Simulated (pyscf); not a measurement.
# Routes from `[CH2]=[C]=[CH2]` + `[FH]`

Candidate steps break at most two bonds and form at most two. Each was searched with GFN2-xTB (tblite) first. PySCF, gas phase, ωB97X-D3(BJ)/def2-SVP geometries. Correlated levels are frozen-core, on RHF or UHF. ΔMP2 is the change of the MP2 total energy from the triple- to the quadruple-zeta basis. Energies: CCSD(T)/def2-TZVPP + ΔMP2(QZVPP), kJ/mol, from the separated reactants, singlet surface; ΔG‡ with ideal gas, 1 atm, RRHO with modes under 100 cm⁻¹ raised to 100, one conformer, R ln 2 for chiral ones without a mode under 150 cm⁻¹.

| products | type | ΔE‡ | ΔE | ΔG‡ 298 K | ΔG‡ 900 K | ν‡ (cm⁻¹) |
|---|---|---|---|---|---|---|
| H₂C=CH–CH₂–F | addition across a multiple bond or ene-type step | 227.6 | -91.6 | 260.2 | 340.6 | 1955i |
| H₂C=C=CH₂ + HF | four-centre exchange | 258.8 | 0.0 | 280.0 | 352.3 | 2501i |

Row 1: On the reactant side the descent ends in a complex, 21.3 kJ/mol under the separated species and 229.6 kJ/mol under the saddle at ωB97X-D3(BJ)/def2-TZVP. Row 2: On the reactant side the descent ends in a complex, 21.3 kJ/mol under the separated species and 262.9 kJ/mol under the saddle at ωB97X-D3(BJ)/def2-TZVP. On the product side the descent ends in a complex, 21.3 kJ/mol under the separated species and 262.9 kJ/mol under the saddle at ωB97X-D3(BJ)/def2-TZVP. 

Plain bond fissions and candidates not yet searched are not listed, and one of them may be faster. Each barrier is that of the saddle found; lower ones may exist. The CCSD(T) − MP2 part came from Ansatz, without density fitting, on the same reference.
